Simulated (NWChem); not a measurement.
System: methanethiol (CH4S); SMILES CS

The following NWChem deck was run.

```
start job
memory heap 200 mb stack 900 mb global 1100 mb
geometry units angstroms noautosym nocenter noautoz
  C      0.007930     1.146969     0.000000
  S      0.078698    -0.679199     0.000000
  H     -0.488987     1.543455     0.906731
  H      1.058961     1.493961     0.000000
  H     -0.488987     1.543455    -0.906731
  H     -1.267336    -0.888352     0.000000
end
basis spherical
  C library sto-3g
  S library sto-3g
  H library sto-3g
end
dft
  xc m06-2x
  iterations 150
end
cosmo
  do_cosmo_smd true
  solvent water
end
task dft energy
```

Excerpt of the output:

```
             Northwest Computational Chemistry Package (NWChem) 7.3.0
             --------------------------------------------------------

                             Geometry "geometry" -> ""
                             -------------------------

 Output coordinates in angstroms (scale by  1.889725989 to convert to a.u.)

  No.       Tag          Charge          X              Y              Z
 ---- ---------------- ---------- -------------- -------------- --------------
    1 C                    6.0000     0.00793000     1.14696900     0.00000000
    2 S                   16.0000     0.07869800    -0.67919900     0.00000000
    3 H                    1.0000    -0.48898700     1.54345500     0.90673100
    4 H                    1.0000     1.05896100     1.49396100     0.00000000
    5 H                    1.0000    -0.48898700     1.54345500    -0.90673100
    6 H                    1.0000    -1.26733600    -0.88835200     0.00000000

 Effective nuclear repulsion energy (a.u.)      55.7855067509

                                 NWChem DFT Module
                                 -----------------

 Summary of "ao basis" -> "ao basis" (spherical)
 ------------------------------------------------------------------------------
       Tag                 Description            Shells   Functions and Types
 ---------------- ------------------------------  ------  ---------------------
 C                           sto-3g                  3        5   2s1p
 S                           sto-3g                  5        9   3s2p
 H                           sto-3g                  1        1   1s

 in cosmo_initialize ...
 calling solv_data for solv:h2o

 solvent parameters
 solvname_short: h2o
 solvname_long:  water
 dielec:       78.4000
 dielecinf:     1.7769
 aqueous SMD model solvent descriptors
 dielec:       78.4000
 sola:          0.8200

          ---------------
          -cosmo- solvent
          ---------------
 Cosmo: York-Karplus, doi: 10.1021/jp992097l
 dielectric constant -eps-     =  78.40
 screen = (eps-1)/(eps    )    =   0.98724
 surface charge correction     = lagrangian

   van der Waals surface
 --------------------------

 ---------- ATOMIC COORDINATES (A.U.) ------------ VDWR(ANG.) --
     1    0.01498553    2.16745713    0.00000000     1.850
     2    0.14871766   -1.28350000    0.00000000     2.490
     3   -0.92405144    2.91670703    1.71347314     1.200
     4    2.00114612    2.82317693    0.00000000     1.200
     5   -0.92405144    2.91670703   -1.71347314     1.200
     6   -2.39491778   -1.67874186    0.00000000     1.200
 number of segments per atom =        128
 number of   points per atom =        128
 atom (   nspa,  nppa )
 ----------------------
    1 (     50,     0 )       0
    2 (    108,     0 )       0
    3 (     53,     0 )       0
    4 (     48,     0 )       0
    5 (     53,     0 )       0
    6 (     20,     0 )       0
 number of -cosmo- surface points =      332
 molecular surface =     93.806 angstrom**2
 molecular volume  =     77.384 angstrom**3
 -lineq- algorithm             =   0
 -bem- low  level              =   3
 -bem- from -octahedral-
 gaussian surface charge width =   4.50000
 degree of switching           =   1.00000
 switching function tolerance  =   0.00010
 atomic radii =
 --------------
    1  6.000  1.850
    2 16.000  2.490
    3  1.000  1.200
    4  1.000  1.200
    5  1.000  1.200
    6  1.000  1.200
 ...... end of -cosmo- initialization ......

 nat:                     6
 ixmem:                  2111
 calling mnsol_interface()
 G(SMD-CDS) energy (kcal/mol)  =     2.034
 SMD-CDS SASA (angstrom**2)    =    99.017

            General Information
            -------------------
          SCF calculation type: DFT
          Wavefunction type:  closed shell.
          No. of atoms     :     6
          No. of electrons :    26
           Alpha electrons :    13
            Beta electrons :    13
          Charge           :     0
          Spin multiplicity:     1
          Use of symmetry is: off; symmetry adaption is: off
          Maximum number of iterations: 150
          AO basis - number of functions:    18
                     number of shells:    12
          Convergence on energy requested:  1.00D-06
          Convergence on density requested:  1.00D-05
          Convergence on gradient requested:  5.00D-04

[...]

                                COSMO-SMD solvation results
                                ---------------------------

             internal energy in gas <Psi(g)|H|Psi(g)> =      -433.808371557803
         internal energy in solvent <Psi(s)|H|Psi(s)> =      -433.808273352599
                               delta internal energy  =         0.000098205204 (    0.06 kcal/mol)
   total free energy in solvent <Psi(s)|H+V/2|Psi(s)> =      -433.810000134018
 polarization energy contribution <Psi(s)|V/2|Psi(s)> =        -0.001726781419 (   -1.08 kcal/mol)
    total free energy in solvent including G(SMD-CDS) =      -433.806759452287
                       G(SMD-CDS) energy contribution =         0.003240681730 (    2.03 kcal/mol)
     1 M fixed-concentration free energy of solvation =         0.001612105516 (    1.01 kcal/mol)

                       DFT Final Molecular Orbital Analysis
                       ------------------------------------

 Vector   11  Occ=2.000000D+00  E=-3.733791D-01
              MO Center= -7.4D-02,  2.2D-01,  7.1D-11, r^2= 2.2D+00
   Bfn.  Coefficient  Atom+Function         Bfn.  Coefficient  Atom+Function
  ----- ------------  ---------------      ----- ------------  ---------------
     4      0.421903  1 C  py                18      0.416103  6 H  s
    13     -0.391525  2 S  py                16      0.339908  4 H  s
    12     -0.294278  2 S  px                 3      0.262797  1 C  px
     9      0.136012  2 S  py                 8      0.104027  2 S  px
    11     -0.104533  2 S  s                  2     -0.094155  1 C  s

 Vector   12  Occ=2.000000D+00  E=-2.899242D-01
              MO Center=  1.1D-01, -5.0D-01,  2.1D-09, r^2= 1.8D+00
   Bfn.  Coefficient  Atom+Function         Bfn.  Coefficient  Atom+Function
  ----- ------------  ---------------      ----- ------------  ---------------
    11      0.549080  2 S  s                 12      0.493040  2 S  px
    13     -0.460166  2 S  py                 4      0.350599  1 C  py
    18     -0.322943  6 H  s                  8     -0.163849  2 S  px
     9      0.152000  2 S  py                15      0.137882  3 H  s
    17      0.137882  5 H  s                  2     -0.132687  1 C  s

 Vector   13  Occ=2.000000D+00  E=-1.762037D-01
              MO Center=  5.6D-02, -5.8D-01, -7.1D-09, r^2= 1.2D+00
   Bfn.  Coefficient  Atom+Function         Bfn.  Coefficient  Atom+Function
  ----- ------------  ---------------      ----- ------------  ---------------
    14      1.019891  2 S  pz                10     -0.312497  2 S  pz
    15     -0.153754  3 H  s                 17      0.153754  5 H  s
     5     -0.079589  1 C  pz

 Vector   14  Occ=0.000000D+00  E= 2.941128D-01
              MO Center= -2.5D-02, -7.2D-02, -2.3D-10, r^2= 1.6D+00
   Bfn.  Coefficient  Atom+Function         Bfn.  Coefficient  Atom+Function
  ----- ------------  ---------------      ----- ------------  ---------------
    13      0.935177  2 S  py                 4      0.715269  1 C  py
     2     -0.572669  1 C  s                 18      0.392202  6 H  s
    12      0.359204  2 S  px                 9     -0.257346  2 S  py
    11      0.195098  2 S  s                 15      0.116860  3 H  s
    17      0.116860  5 H  s                  1      0.109500  1 C  s

 Vector   15  Occ=0.000000D+00  E= 3.423885D-01
              MO Center= -6.2D-01, -5.2D-01, -9.0D-10, r^2= 1.5D+00
   Bfn.  Coefficient  Atom+Function         Bfn.  Coefficient  Atom+Function
  ----- ------------  ---------------      ----- ------------  ---------------
    18      0.978171  6 H  s                 12      0.889203  2 S  px
    11     -0.654551  2 S  s                  4     -0.416210  1 C  py
    13     -0.262662  2 S  py                 8     -0.237749  2 S  px
     2      0.230022  1 C  s                 16     -0.130966  4 H  s
     7      0.111231  2 S  s                  3      0.073474  1 C  px

 Vector   16  Occ=0.000000D+00  E= 5.189109D-01
              MO Center=  2.5D-01,  1.3D+00, -5.0D-09, r^2= 1.3D+00
   Bfn.  Coefficient  Atom+Function         Bfn.  Coefficient  Atom+Function
  ----- ------------  ---------------      ----- ------------  ---------------
     3      1.077106  1 C  px                16     -0.951600  4 H  s
    15      0.496815  3 H  s                 17      0.496815  5 H  s
    12     -0.207731  2 S  px                18     -0.126319  6 H  s
     4     -0.071210  1 C  py                13     -0.064773  2 S  py
     8      0.055059  2 S  px                11      0.029150  2 S  s

     Multipole analysis of the density
     ---------------------------------

     L   x y z        total         alpha         beta         nuclear
     -   - - -        -----         -----         ----         -------
     0   0 0 0     -0.000000    -13.000000    -13.000000     26.000000

     1   1 0 0     -0.297624     -0.262572     -0.262572      0.227521
     1   0 1 0      0.290269      0.421839      0.421839     -0.553408
     1   0 0 1     -0.000000     -0.000000     -0.000000      0.000000

     2   2 0 0    -13.146259    -12.474718    -12.474718     11.803178
     2   1 1 0      0.679327     -0.370577     -0.370577      1.420481
     2   1 0 1      0.000000      0.000000      0.000000      0.000000
     2   0 2 0    -13.742084    -48.045062    -48.045062     82.348040
     2   0 1 1      0.000000      0.000000      0.000000      0.000000
     2   0 0 2    -14.242122    -10.057051    -10.057051      5.871980
```

Level: M06-2X/STO-3G, SMD on the gas-phase geometry. All runs use the structure optimised with PBE-D3(BJ)/def2-SVP. Solvent: water.
